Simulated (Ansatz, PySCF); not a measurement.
Bond stretch in Na2, singlet. Each curve is given relative to its own lowest point near equilibrium.

```
R / Å     A     B     C
-----  ----  ----  ----
2.50    6.2  13.2  17.1
2.67    2.2   6.9  10.5
2.77    0.8   4.4   7.6
2.90    0.0   2.0   4.7
3.00    0.0   0.8   3.1
3.10    0.4   0.2   2.0
3.17    1.0   0.0   1.3
3.28    2.1   0.1   0.7
3.43    4.0   0.8   0.2
3.56    5.9   1.9   0.0
3.85   10.8   5.3   0.2
4.18   16.9  10.2   0.8
4.65   25.3  17.7   1.7
5.05   32.1  23.6   2.3
5.57   39.7  30.2   2.7
6.14   46.4  35.7   2.9
6.84   52.6  40.0   3.0
7.60   57.5  41.8   3.1
8.30   60.6  41.3   3.1
9.33   63.8  38.0   3.1
```

Energies in mEh.

Task: Match the curves with the methods restricted M06-2X/6-31G*, spherical d in PySCF; MP2 on RHF/cc-pVDZ, frozen core (Ansatz, an electronic-structure program); unrestricted Hartree-Fock/6-31G*, spherical d (PySCF).

Result: A is RKS-M06-2X/6-31G*; B is RMP2; C is UHF/6-31G*.

The restricted form behind RMP2, RKS-M06-2X/6-31G* keeps the bonding electrons paired and can't separate into open-shell fragments. The T1 diagnostic of CCSD on the restricted reference of RMP2 exceeds 0.045 at 4.65 to 9.33 Å. The unrestricted determinant behind UHF/6-31G* is spin-contaminated at 2.50 to 9.33 Å (<S²> up to 1.0, against 0.00 for a pure singlet).
